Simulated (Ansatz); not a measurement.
The input, for Ansatz 0.2.0:

```yaml
crystal:
  periodic: [false, false, false]
  atoms:
    - {symbol: H, position_ang: [0.000000, 0.000000, -0.864667]}
    - {symbol: H, position_ang: [0.000000, 0.000000, -0.171667]}
    - {symbol: F, position_ang: [0.000000, 0.000000, 1.036333]}
basis:
  gaussian: {orbitals: x2c-TZVPPall}
magnetization: {spin_polarized: true, initial_magnetization: 1}
hamiltonian: {pseudopotentials: {relativity: none}}
correlation: {method: ccsd, electrons: outside_noble_gas}
scf: {omitted_lower_state_checks: [cluster_reference]}
output: {forces: true}
```

```sh
$ ansatz run in.yaml --threads 1 --pin off --events-out ev --progress --plain --max-ram 2393MiB
```

The program prints:

```
these checks for a lower state are left out or cut short: cluster_reference
356 factors; integrals over basis functions are off by at most 1.1e-3 eV
mean field evaluation 1: about -2733.0637 eV, gradient 1.5e1 eV
mean field evaluation 2: about -2733.0669 eV, gradient 1.5e1 eV
mean field evaluation 4: about -2734.4355 eV, gradient 3.0e0 eV
mean field evaluation 8: about -2734.6282 eV, gradient 3.4e-1 eV
mean field evaluation 16: about -2733.2696 eV, gradient 2.4e-2 eV
mean field evaluation 32: about -2733.2688 eV, gradient 1.2e-5 eV
mean field -2734.63174567 eV, -100.4958630534 hartree, gradient 5.5e-6 eV, S^2 0.776411; 5 other end points of the search recorded, 0 dependent functions left out
1 core orbitals not correlated: weight in the atoms' cores, before any rotation towards them, 1.000 or more for the frozen orbitals, at most 0.000 for the correlated occupied ones
reference -2734.63174567 eV, -100.4958630534 hartree; 5, 4 occupied and 53, 54 virtual orbitals, 356 factors
second order -7.02509436 eV of doubles, -0.00000000 eV of singles
cycle   1  -7.25579391 eV  change   -2.3e-1 eV  update   6.2e-2
cycle   2  -7.48347381 eV  change   -2.3e-1 eV  update   2.5e-2
cycle   3  -7.55216724 eV  change   -6.9e-2 eV  update   1.8e-2
cycle   4  -7.55136371 eV  change    8.0e-4 eV  update   8.2e-3
cycle   5  -7.55547508 eV  change   -4.1e-3 eV  update   2.5e-3
cycle   6  -7.55630893 eV  change   -8.3e-4 eV  update   7.0e-4
cycle   7  -7.55587849 eV  change    4.3e-4 eV  update   1.7e-4
cycle   8  -7.55595389 eV  change   -7.5e-5 eV  update   5.4e-5
cycle   9  -7.55594064 eV  change    1.3e-5 eV  update   1.5e-5
cycle  10  -7.55593564 eV  change    5.0e-6 eV  update   4.8e-6
cycle  11  -7.55593589 eV  change   -2.5e-7 eV  update   1.7e-6
cycle  12  -7.55593478 eV  change    1.1e-6 eV  update   6.1e-7
the calculation of the forces begins
WARN: the results are in doubt because the basis set is contracted for relativity, which is off
Total energy: -2742.18768045 eV, -100.7735385350 hartree
Atom 0 at     0.000000     0.000000    -0.864667 Å, force    -0.000000     0.000000    -5.101900 eV/Å
Atom 1 at     0.000000     0.000000    -0.171667 Å, force     0.000000    -0.000000     4.691932 eV/Å
Atom 2 at     0.000000     0.000000     1.036333 Å, force    -0.000000     0.000000     0.409968 eV/Å
Dipole moment:    -0.000000    -0.000000    -0.284340 e Å
In doubt: the basis set is contracted for relativity, which is off
Checks for a lower state left out: cluster_reference
```

Forces (eV/Å):
```
H    0.000  0.000 -5.102
H    0.000  0.000  4.692
F    0.000  0.000  0.410
```

Ran on 1 thread of Arm Neoverse V2, shared host: 3.6 s wall, 0.21 GiB peak host memory.
